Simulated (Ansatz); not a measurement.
# AlNH₄: ionisation energy by level of theory

The task here is to estimate one member of a computed series from the others.

The runs use Ansatz 0.2.0, Gaussian basis; unrestricted cation, the program's frozen cores in correlated methods.

Levels to be run: UKS PBE-D4/def2-TZVPP; UKS r2SCAN-D4/def2-TZVPP; UKS PBE0-D4/def2-TZVPP; UKS B3LYP-D4/def2-TZVPP; UKS wB97X-V/def2-TZVPP; UKS wB97M-V/def2-TZVPP; UKS B2PLYP/def2-TZVPP; UHF-CCSD(T)/def2-TZVPP; UHF-CCSD(T)/def2-QZVPP; extrapolation to the limit; then −ε(HOMO) from the neutral's earlier runs with LDA (SPW92), PBE-D4, revPBE-D4, BLYP-D4, r2SCAN-D4, B97M-V, PBE0-D4, B3LYP-D4, r2SCANh-D4, r2SCAN0-D4, HSE06-D4, BHLYP-D4, CAM-B3LYP-D4, LC-ωPBE, ωB97X-V, ωB97M-V.

**Structure used throughout**

The geometry comes from an earlier relaxation with PBE0-D4 in a triple-zeta def2 set; it is a stationary point.

SMILES `[NH2][AlH2]`, 6 atoms, charge 0, spin multiplicity 1.

Atoms are counted from 1 here; the program's logs count them from 0.

Bond lengths: N1–Al2 1.766 Å, N1–H3 1.007 Å, N1–H4 1.007 Å, Al2–H5 1.583 Å, Al2–H6 1.583 Å. Angles: Al2–N1–H3 124.9°, Al2–N1–H4 124.9°, H3–N1–H4 110.2°, N1–Al2–H5 117.9°, N1–Al2–H6 117.9°, H5–Al2–H6 124.3°.

The first run:

File in.yaml:

```yaml
crystal:
  periodic: [false, false, false]
  atoms:
    - {symbol: N, position_ang: [0.050204, -0.943619, 0.077987]}
    - {symbol: Al, position_ang: [-0.031150, 0.813368, -0.083396]}
    - {symbol: H, position_ang: [0.285838, -1.580129, -0.666210]}
    - {symbol: H, position_ang: [-0.132347, -1.453084, 0.927470]}
    - {symbol: H, position_ang: [0.288810, 1.442194, -1.500909]}
    - {symbol: H, position_ang: [-0.419256, 1.657369, 1.198858]}
basis:
  gaussian: {orbitals: def2-TZVPP}
total_charge: 1
magnetization: {spin_polarized: true, initial_magnetization: 1}
hamiltonian: {xc: pbe, dispersion: d4}
```

Started as:

```sh
$ ansatz run in.yaml --threads 2 --pin off --events-out ev --progress --plain --max-ram 32768MiB --backend cpu
```

Steps of the session up to this table: Cation, UKS PBE-D4/def2-TZVPP; Cation, UKS r2SCAN-D4/def2-TZVPP; Cation, UKS PBE0-D4/def2-TZVPP; Cation, UKS B3LYP-D4/def2-TZVPP; Cation, UKS wB97X-V/def2-TZVPP; Cation, UKS wB97M-V/def2-TZVPP; Cation, UKS B2PLYP (frozen core)/def2-TZVPP; Cation, UHF-CCSD(T)/def2-TZVPP; Cation, UHF-CCSD(T)/def2-QZVPP.

One of the session's tables, all rows but one given; the rest of the session is left out.

For comparison, −ε(HOMO) of the neutral from earlier runs:

```
  functional  −ε(HOMO) (eV)
 LDA (SPW92)           6.42
      PBE-D4              ?
   revPBE-D4           6.17
     BLYP-D4           6.10
   r2SCAN-D4           6.50
      B97M-V           6.58
     PBE0-D4           7.58
    B3LYP-D4           7.33
  r2SCANh-D4           7.01
  r2SCAN0-D4           7.78
    HSE06-D4           7.17
    BHLYP-D4           8.84
CAM-B3LYP-D4           9.02
     LC-ωPBE          10.48
     ωB97X-V          10.07
     ωB97M-V           9.98
```

**Question.** Estimate the row for PBE-D4.

The run gave: −ε(HOMO) (eV): 6.24. In the column «−ε(HOMO) (eV)» it lies between revPBE-D4 (6.17) and LDA (SPW92) (6.42).
